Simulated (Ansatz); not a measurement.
# NO₂ radical: small, medium and large basis sets

One table from this session's results is given with a row withheld; the runs are named, their logs left out.

Program: Ansatz 0.2.0, Gaussian basis. Level of theory: one geometry, several basis sets. These are calculated values, not measurements.

Levels to be run: PBE0-D4/def2-SVP; ωB97M-V/def2-SVP; PBE0-D4/def2-QZVPP; ωB97M-V/def2-QZVPP; CCSD(T)/cc-pV(D+d)Z; CCSD(T)/cc-pV(T+d)Z; CCSD(T)/cc-pV(Q+d)Z; the functionals' def2-TZVPP values are taken from earlier runs.

### The geometry

The geometry comes from an earlier relaxation with PBE0-D4 in a triple-zeta def2 set; it is a stationary point.

SMILES `[O]N=O`, 3 atoms, charge 0, spin multiplicity 2.

Atoms are counted from 1 here; the program's logs count them from 0.

Bond lengths: O1–N2 1.183 Å, N2–O3 1.183 Å. Angles: O1–N2–O3 134.8°.

The first run:

Contents of in.yaml:

```yaml
crystal:
  periodic: [false, false, false]
  atoms:
    - {symbol: O, position_ang: [0.209765, -1.082183, 0.000624]}
    - {symbol: N, position_ang: [-0.265470, -0.009111, -0.145890]}
    - {symbol: O, position_ang: [0.055694, 1.091294, 0.145265]}
basis:
  gaussian: {orbitals: def2-SVP}
magnetization: {spin_polarized: true, initial_magnetization: 1}
hamiltonian: {xc: pbe0, dispersion: d4}
output: {orbitals: {seedname: orbitals}}
```

Command:

```bash
ansatz run in.yaml --threads 4 --pin off --events-out ev --progress --plain --max-ram 10444MiB
```

Steps of the session up to this table: PBE0-D4 in def2-SVP; ωB97M-V in def2-SVP; PBE0-D4 in def2-QZVPP; ωB97M-V in def2-QZVPP.

One table of the session follows, with a row left open; its other results are not shown here.

```
functional       basis  HOMO (eV)  LUMO (eV)
   PBE0-D4    def2-SVP          ?          ?
   PBE0-D4  def2-TZVPP      -8.22      -3.63
   PBE0-D4  def2-QZVPP      -8.25      -3.66
   ωB97M-V    def2-SVP     -10.30      -1.13
   ωB97M-V  def2-TZVPP     -10.52      -1.48
   ωB97M-V  def2-QZVPP     -10.56      -1.53
```

**Question.** Estimate the row for PBE0-D4, def2-SVP.

**Answer.** HOMO (eV): -8.04; LUMO (eV): -3.39. In the column «HOMO (eV)» it is the highest.
